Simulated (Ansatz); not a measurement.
# C₂H₄ (triplet): up Jacob's ladder to CCSD(T)

One table from this session's results is given with a row withheld; the runs are named, their logs left out.

The runs use Ansatz 0.2.0, Gaussian basis; functionals in def2-TZVPP, the program's frozen cores in correlated methods.

The runs, in order: LDA (SPW92), PBE-D4, revPBE-D4, BLYP-D4, r2SCAN-D4, B97M-V, PBE0-D4, B3LYP-D4, r2SCANh-D4, r2SCAN0-D4, HSE06-D4, BHLYP-D4, CAM-B3LYP-D4, LC-ωPBE, ωB97X-V, ωB97M-V, B2PLYP, PBE-QIDH; CCSD(T)/def2-SVP; CCSD(T)/def2-TZVPP; CCSD(T)/def2-QZVPP; extrapolation to the limit; RPA on PBE.

## The geometry

An earlier PBE0-D4 in a triple-zeta def2 set relaxation fixed the geometry.

SMILES `[CH2][CH2]`, 6 atoms, charge 0, spin multiplicity 3.

Atoms are counted from 1 here; the program's logs count them from 0.

Bond lengths: C1–C2 1.441 Å, C1–H3 1.087 Å, C1–H4 1.087 Å, C2–H5 1.087 Å, C2–H6 1.087 Å. Angles: C2–C1–H3 121.7°, C2–C1–H4 121.7°, H3–C1–H4 116.6°, C1–C2–H5 121.7°, C1–C2–H6 121.7°, H5–C2–H6 116.6°.

Coordinates:

```xyz
6

C    -0.1671   -0.6944   -0.0954
C     0.1671    0.6944    0.0954
H    -1.1938   -1.0203   -0.2416
H     0.5943   -1.4701   -0.1004
H     0.3976    1.3472   -0.7427
H     0.2019    1.1433    1.0848
```

The first run:

File in.yaml:

```yaml
crystal:
  periodic: [false, false, false]
  atoms:
    - {symbol: C, position_ang: [-0.167148, -0.694392, -0.095369]}
    - {symbol: C, position_ang: [0.167150, 0.694391, 0.095374]}
    - {symbol: H, position_ang: [-1.193807, -1.020308, -0.241645]}
    - {symbol: H, position_ang: [0.594330, -1.470131, -0.100409]}
    - {symbol: H, position_ang: [0.397551, 1.347173, -0.742742]}
    - {symbol: H, position_ang: [0.201933, 1.143266, 1.084791]}
basis:
  gaussian: {orbitals: def2-TZVPP}
magnetization: {spin_polarized: true, initial_magnetization: 2}
hamiltonian: {xc: lda}
output: {orbitals: {seedname: orbitals}}
```

The run is started by

```bash
$ ansatz run in.yaml --threads 4 --pin off --events-out ev --progress --plain --max-ram 10444MiB
```

Steps of the session up to this table: LDA; PBE-D4 (GGA); revPBE-D4 (GGA); BLYP-D4 (GGA); r2SCAN-D4 (meta-GGA); B97M-V (meta-GGA); B3LYP-D4 (hybrid); r2SCANh-D4 (hybrid); r2SCAN0-D4 (hybrid); HSE06-D4 (hybrid); BHLYP-D4 (hybrid); CAM-B3LYP-D4 (range-separated); LC-ωPBE (range-separated); ωB97X-V (range-separated); ωB97M-V (range-separated); B2PLYP (double hybrid); PBE-QIDH (double hybrid).

One table of the session follows, with a row left open; its other results are not shown here.

It belongs to the step «Frontier levels by functional». 

| functional | HOMO (eV) | gap (eV) |
| --- | --- | --- |
| LDA (SPW92) | -4.85 | 1.60 |
| PBE-D4 | -4.88 | 2.21 |
| revPBE-D4 | -4.86 | 2.33 |
| BLYP-D4 | ? | ? |
| r2SCAN-D4 | -5.32 | 3.45 |
| B97M-V | -5.11 | 2.81 |
| PBE0-D4 | -6.26 | 4.89 |
| B3LYP-D4 | -5.93 | 4.06 |
| r2SCANh-D4 | -5.83 | 4.38 |
| r2SCAN0-D4 | -6.60 | 5.77 |
| HSE06-D4 | -5.85 | 4.08 |
| BHLYP-D4 | -7.44 | 7.19 |
| CAM-B3LYP-D4 | -7.60 | 7.22 |
| LC-ωPBE | -9.13 | 10.34 |
| ωB97X-V | -8.52 | 9.17 |
| ωB97M-V | -8.33 | 8.83 |

**Question.** Estimate the row for BLYP-D4.

Worked estimate for «HOMO (eV)». Against the share of exact exchange, B3LYP-D4 (0.2, -5.93), BHLYP-D4 (0.5, -7.44) give a slope of -5.03 per unit share; at 0 the line stands at -4.92.

**Answer.** HOMO (eV): -4.69; gap (eV): 1.98. In «HOMO (eV)» the line misses by -0.23.
